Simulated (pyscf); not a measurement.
Single points on ωB97X-D3(BJ)/def2-SVP structures (PySCF, gas phase).

Task: Estimate the classical barrier height and the reaction energy of H₂O + H₂N–GaH₂ -> HO–GaH₂ + NH₃ at ωB97X-D3(BJ)/def2-TZVP. The step runs on the singlet surface, breaks H–O, Ga–N and forms Ga–O, H–N; take the separated reactants as zero.

Result: ΔE‡ = -0.43 eV, ΔE = -0.19 eV. CCSD(T)/def2-TZVPP + ΔMP2(QZVPP) gives -0.32 eV and -0.14 eV. Zero-point energy shifts the barrier by +0.04 eV. It is a four-centre exchange, with an imaginary mode of 1022i cm⁻¹. On the reactant side the descent ends in an adduct with a Ga–O contact, 0.61 eV under the separated species and 0.17 eV under the saddle at ωB97X-D3(BJ)/def2-TZVP. On the product side the descent ends in an adduct with a Ga–N contact, 1.01 eV under the separated species and 0.77 eV under the saddle at ωB97X-D3(BJ)/def2-TZVP. At ωB97X-D3(BJ) the saddle lies under the separated reactants, which points to a path from their complex (located at ωB97X-D3(BJ) alone). At ωB97X-D3(BJ) the saddle lies under the separated products, which points to a path from their complex (located at ωB97X-D3(BJ) alone). What is counted as formed (Ga–O) is already present as a longer contact in the reactant adduct; forming that adduct is a step of its own. What is counted as broken (Ga–N) persists as a longer contact in the product adduct; parting that adduct is a step of its own. This is the saddle that the search found; another between the same sides may lie lower. The CCSD(T) − MP2 part came from Ansatz, without density fitting, on the same reference. The frozen core leaves the outer d or s,p core shells of the metals and heavy elements correlated in the MP2 and CC values, and def2-TZVPP describes them poorly, which can shift differences by a few kcal/mol. Elements up to Kr have no core potential and no relativistic terms here.
